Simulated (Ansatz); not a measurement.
Basis sets over 5 cases of the adiabatic electron affinity at CCSD(T) with Ansatz (elements up to F), each against its own reference: (a) Hartree-Fock in aug-cc-pV5Z plus the correlation part extrapolated as X^-3 from aug-cc-pVQZ and aug-cc-pV5Z; (b) Hartree-Fock in aug-cc-pVQZ plus the correlation part extrapolated as X^-3 from aug-cc-pVTZ and aug-cc-pVQZ. By their distance from other large sets or by the extrapolation step the references are unsure by up to roughly 0.012 eV. B3LYP-D3(BJ)/def2-TZVP geometries; electronic energies, positive where released; frozen cores; unrestricted open shells; no added dispersion term; no relativity. Cartesian d functions in some cases of 6-31+G*. 

Cases are drawn at random; left out are references unsure by over 0.017 eV, unbound anions, doubtful singlets, and cases whose largest runs show a restricted determinant unstable towards unrestricted orbitals, <S^2> over 0.1 too high or, where CCSD(T) ran, T1 over 0.025 (0.045 for open shells). Sets are drawn from those converged to one state in every case.

Cases (SMILES) and reference values:
- [N]=B (BH-N) → B=[N-] (an electron is taken up): 3.029 eV (b)
- N=[B] (B-NH) → [B-]=N (closed-shell singlet) (an electron is taken up): 1.773 eV (b)
- [OH] (OH) → [OH-] (an electron is taken up): 1.833 eV (a)
- O=[CH] (CH-O) → [CH-]=O (an electron is taken up): 0.241 eV (b)
- F atom → [F-] (an electron is taken up): 3.425 eV (a)

```csv
basis,"functions over def2-SVP (largest species, mean of cases)",mean signed deviation (eV),mean absolute,largest,within 0.05 eV
pcseg-0,0.6,-1.984,1.984,3.571,0 of 5
6-31+G*,1.2,-0.387,0.387,0.546,0 of 5
6-311+G**,1.5,-0.348,0.348,0.484,0 of 5
def2-SVPD,1.5,-0.225,0.225,0.306,0 of 5
"6-311++G(2d,2p)",1.9,-0.227,0.227,0.351,0 of 5
pcseg-2,2.2,-0.376,0.376,0.598,0 of 5
aug-cc-pVTZ,3.5,-0.068,0.068,0.113,2 of 5
def2-QZVP,4.3,-0.222,0.222,0.388,0 of 5
def2-QZVPP,4.3,-0.222,0.222,0.388,0 of 5
aug-cc-pVQZ,6.2,-0.030,0.030,0.047,5 of 5
```

Of the sets for which every case ran a larger relative (same family, alike in diffuse functions), none listed holds all cases within 0.05 eV together with them. Inside, though some case ran no larger relative to test it: aug-cc-pVQZ. Largest deviations of relatives not listed, over the cases that ran them: aug-cc-pV5Z 0.027 eV. A case lies within its reference's uncertainty of the window's edge in aug-cc-pVQZ. These figures hold for the cases listed.

Ansatz is a program for electronic structure.
